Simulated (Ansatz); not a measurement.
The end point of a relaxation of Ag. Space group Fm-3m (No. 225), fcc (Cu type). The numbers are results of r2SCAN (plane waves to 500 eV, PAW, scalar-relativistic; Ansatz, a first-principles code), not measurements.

Space group Fm-3m (No. 225); a = b = c = 4.1044 Å, α = β = γ = 90.00°

```
atom  site  symmetry       x       y       z
----  ----  --------  ------  ------  ------
Ag      4a      m-3m  0.0000  0.0000  0.0000
```
(The calculation used a cell of 1 atom; values per cell refer to that cell.)

| Property | Value |
|---|---|
| Volume per atom | 17.29 Å³ |
| Band gap | zero (metallic) |
| Shortest distances | Ag–Ag 2.90 Å |
| k-mesh | 22×22×22 |

No spin polarisation in the result.

Measured for Ag: a 4.062 Å (static lattice; corrected from measurement; as listed in Daniel Mejia-Rodriguez, S. B. Trickey, Phys. Rev. B (2018)). Computed minus measured — a: r2SCAN +1.0 %. The computed values are for a static lattice.

It was reached from a disturbed copy of a Fd-3m (No. 227) cell (diamond type), against which it lies -0.87 eV/atom.
